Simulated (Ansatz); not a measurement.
C3H5N (`C=CC=N`), relaxed with RKS PBE-D4/def2-SVP in Ansatz 0.2.0 from a rough embedded geometry. The force threshold is 0.03 eV/Å; the program also tests the step.

Charge 0, multiplicity 1.

Start:

```xyz
9

C    -1.093   -0.092   -0.788
C    -0.312    0.636    0.125
C     0.970    0.137    0.746
N     1.454   -0.975    0.483
H    -1.982    0.361   -1.130
H    -0.796   -1.034   -1.086
H    -0.640    1.638    0.425
H     1.393    0.867    1.409
H     1.007   -1.538   -0.183
```

Task: By how much does the energy fall, and how many steps does the optimiser take? (Estimate.)

Result: Ansatz gave: 50.23 kJ/mol, in 6 steps.

Task: Which bonds change most? (An estimate is asked.)

Result: Computed: C1–H6 from 1.031 to 1.103 Å; N4–H9 from 0.980 to 1.040 Å; C1–C2 from 1.406 to 1.348 Å; C1–H5 from 1.055 to 1.100 Å.

Task: Give the relaxed structure. (Best estimate.)

Result: Ansatz gave: 
```xyz
9

C    -1.095   -0.047   -0.765
C    -0.331    0.631    0.116
C     0.938    0.141    0.709
N     1.546   -0.975    0.520
H    -2.025    0.378   -1.170
H    -0.819   -1.057   -1.112
H    -0.648    1.637    0.440
H     1.421    0.850    1.418
H     1.015   -1.559   -0.157
```
